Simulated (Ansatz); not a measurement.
# Molecular dynamics of H₁₀Si₃

Input file:

```yaml
crystal:
  periodic: [false, false, false]
  atoms:
    - { symbol: Si, position_ang: [0.096082, -0.247273, 0.0867] }
    - { symbol: H, position_ang: [-1.137712, -0.405981, 1.268316] }
    - { symbol: H, position_ang: [1.522362, -0.2556, -0.463525] }
    - { symbol: H, position_ang: [-0.11491, 1.234626, 0.212882] }
    - { symbol: Si, position_ang: [-1.212204, -1.679735, -1.211818] }
    - { symbol: H, position_ang: [-1.780596, -2.7109, -0.297645] }
    - { symbol: H, position_ang: [-2.329056, -0.941874, -1.864429] }
    - { symbol: H, position_ang: [-0.397155, -2.346331, -2.266134] }
    - { symbol: Si, position_ang: [1.261074, -2.195388, 1.40106] }
    - { symbol: H, position_ang: [0.641933, -3.157683, 2.363776] }
    - { symbol: H, position_ang: [1.677385, -2.924323, 0.169417] }
    - { symbol: H, position_ang: [2.454189, -1.562975, 2.028336] }
    - { symbol: H, position_ang: [-0.198393, -1.000561, 1.502467] }
basis:
  gaussian: { orbitals: "6-31G*" }
hamiltonian:
  xc: pbe0
  dispersion: d4
md:
  timestep: 0.5
  n_steps: 193
  ensemble: nve
  temperature: 100.0
  initial_velocities: maxwell_boltzmann
  seed: 9335
```

Run as:

```bash
$ ansatz run input.yaml --threads 1 --pin off --max-ram 2048MiB --backend cpu --events-out ev --progress --plain --runs-dir out
```

It starts at the highest image of a converged band. Of that band: Neighbouring images differ by up to 3.3 eV, so the band resolves the path poorly. A vibrational analysis at the climbing image gives one clearly imaginary mode, 1728i cm⁻¹: a first-order saddle point.

Output, in part (step lines, the closing report, with atoms numbered from 0):

```
md step     0: t =     0.00 fs  T =   100.0 K  F+E_penalty+E_count = -23779.90427269 eV  E_kin = 0.142186 eV  conserved = -23779.76208669 eV  (23 SCF iters)
md step     1: t =     0.50 fs  T =    97.9 K  F+E_penalty+E_count = -23779.90132227 eV  E_kin = 0.139259 eV  conserved = -23779.76206303 eV  (22 SCF iters)
md step     2: t =     1.00 fs  T =    92.0 K  F+E_penalty+E_count = -23779.89280726 eV  E_kin = 0.130825 eV  conserved = -23779.76198273 eV  (22 SCF iters)
md step     3: t =     1.50 fs  T =    83.1 K  F+E_penalty+E_count = -23779.88002163 eV  E_kin = 0.118164 eV  conserved = -23779.76185789 eV  (22 SCF iters)
md step     4: t =     2.00 fs  T =    72.6 K  F+E_penalty+E_count = -23779.86495731 eV  E_kin = 0.103248 eV  conserved = -23779.76170957 eV  (22 SCF iters)
md step     5: t =     2.50 fs  T =    62.2 K  F+E_penalty+E_count = -23779.84996846 eV  E_kin = 0.088404 eV  conserved = -23779.76156476 eV  (23 SCF iters)
md step     6: t =     3.00 fs  T =    53.4 K  F+E_penalty+E_count = -23779.83734870 eV  E_kin = 0.075898 eV  conserved = -23779.76145072 eV  (22 SCF iters)
md step     7: t =     3.50 fs  T =    47.5 K  F+E_penalty+E_count = -23779.82890345 eV  E_kin = 0.067515 eV  conserved = -23779.76138880 eV  (22 SCF iters)
[... lines left out ...]
Total energy: -23782.41267728 eV, -873.9875455918 hartree
Atom 0 at     0.506091    -0.408898    -0.241937 Å, force     1.134488    -0.372186     0.899301 eV/Å
Atom 1 at    -9.588960    -0.642203     7.247891 Å, force    -0.050837     0.401060    -0.013653 eV/Å
Atom 2 at     1.612713    -0.405646    -1.255645 Å, force    -0.037263    -0.174977     0.039488 eV/Å
Atom 3 at     0.420370     1.052811     0.022049 Å, force    -0.346120    -0.012771     0.404567 eV/Å
Atom 4 at    -1.205479    -1.585137    -1.219088 Å, force    -0.297651    -0.651118    -0.406587 eV/Å
Atom 5 at    -1.446563    -2.726326    -0.272567 Å, force    -0.147598     0.089271    -0.190166 eV/Å
Atom 6 at    -2.523095    -1.007082    -1.637451 Å, force     0.202271     0.136167     0.195618 eV/Å
Atom 7 at    -0.562180    -2.152555    -2.453685 Å, force    -0.185693    -0.011992     0.140416 eV/Å
Atom 8 at     1.458093    -2.152358     1.351927 Å, force    -0.522053     1.184242    -1.086459 eV/Å
Atom 9 at     0.604114    -3.047361     2.181344 Å, force    -0.220159     0.267815    -0.005936 eV/Å
Atom 10 at     1.814692    -2.930927     0.128751 Å, force     0.454119    -0.287433     0.296558 eV/Å
Atom 11 at     2.590365    -1.649886     2.198324 Å, force    -0.034355    -0.167023    -0.286790 eV/Å
Atom 12 at    -9.683846     0.106180     7.222447 Å, force     0.050850    -0.401057     0.013643 eV/Å
Dipole moment:    -0.050216     0.048740     0.108947 e Å
```

The steps, from the saved trajectory:

| time (fs) | T (K) | potential energy less start (eV) | conserved less start (meV/atom) |
| --- | --- | --- | --- |
| 0 | 100 | 0.000 | 0.00 |
| 3 | 53 | 0.067 | 0.05 |
| 6 | 63 | 0.053 | 0.02 |
| 9 | 62 | 0.054 | 0.03 |
| 12 | 102 | -0.002 | 0.09 |
| 15 | 441 | -0.486 | -0.04 |
| 18 | 836 | -1.045 | 0.10 |
| 21 | 1434 | -1.896 | -0.01 |
| 24 | 1904 | -2.571 | -0.43 |
| 27 | 2053 | -2.784 | -0.48 |
| 30 | 2027 | -2.738 | 0.10 |
| 33 | 2048 | -2.771 | -0.02 |
| 36 | 2084 | -2.823 | -0.14 |
| 39 | 2016 | -2.726 | -0.15 |
| 42 | 1888 | -2.544 | -0.08 |
| 45 | 1771 | -2.373 | 0.14 |
| 48 | 1757 | -2.361 | -0.36 |
| 51 | 1733 | -2.326 | -0.30 |
| 54 | 1624 | -2.166 | -0.01 |
| 57 | 1609 | -2.142 | 0.24 |
| 60 | 1704 | -2.279 | 0.13 |
| 63 | 1903 | -2.570 | -0.47 |
| 66 | 2038 | -2.762 | -0.44 |
| 69 | 1971 | -2.659 | 0.05 |
| 72 | 1945 | -2.619 | 0.40 |
| 75 | 1975 | -2.665 | 0.08 |
| 78 | 2029 | -2.749 | -0.46 |
| 81 | 2009 | -2.720 | -0.50 |
| 84 | 1805 | -2.423 | 0.12 |
| 87 | 1728 | -2.310 | 0.39 |
| 90 | 1742 | -2.334 | 0.03 |
| 93 | 1797 | -2.418 | -0.37 |
| 96 | 1839 | -2.479 | -0.50 |

All steps were run. The conserved energy stayed within 0.51 meV per atom of its start (net change -0.43 meV per atom), so the integration is sound. The kinetic energy rose, since the run started high on the potential surface and went downhill. It ends in pieces (H2 + H8Si3), so much of that is their flight and rotation, not heat. A run of 0.097 ps of so small a system gives no equilibrium averages. The orbitals stay closed-shell, which can raise the energy where a bond breaks towards radicals; this wasn't checked here.

Between its relaxed ends the band would form Si1–Si9, H2–H13 and break Si1–H2, Si9–H13. These pairs go: Si1–Si9 2.62 → 2.55 Å, H2–H13 1.14 → 0.75 Å, Si1–H2 1.72 → 12.57 Å, Si9–H13 1.89 → 12.79 Å. In the last frame they stand as after the step (other bonds may differ from the relaxed reactants and products). Also parted: Si1–H13 1.63 → 12.64 Å. It ends as H2 + H8Si3. Pairs count as bonded within 1.25 times the sum of covalent radii (0.12 Å more for H–H).

Last frame:

```xyz
13
Properties=species:S:1:pos:R:3
Si 0.506 -0.409 -0.242
H -9.589 -0.642 7.248
H 1.613 -0.406 -1.256
H 0.420 1.053 0.022
Si -1.206 -1.585 -1.219
H -1.447 -2.726 -0.273
H -2.523 -1.007 -1.637
H -0.562 -2.153 -2.454
Si 1.458 -2.152 1.352
H 0.604 -3.047 2.181
H 1.815 -2.931 0.129
H 2.590 -1.650 2.198
H -9.684 0.106 7.222
```

Time of the run: 11 min on 1 thread of Intel(R) Xeon(R) Platinum 8488C (Sapphire Rapids), on a shared host, peak memory 0.2 GiB.
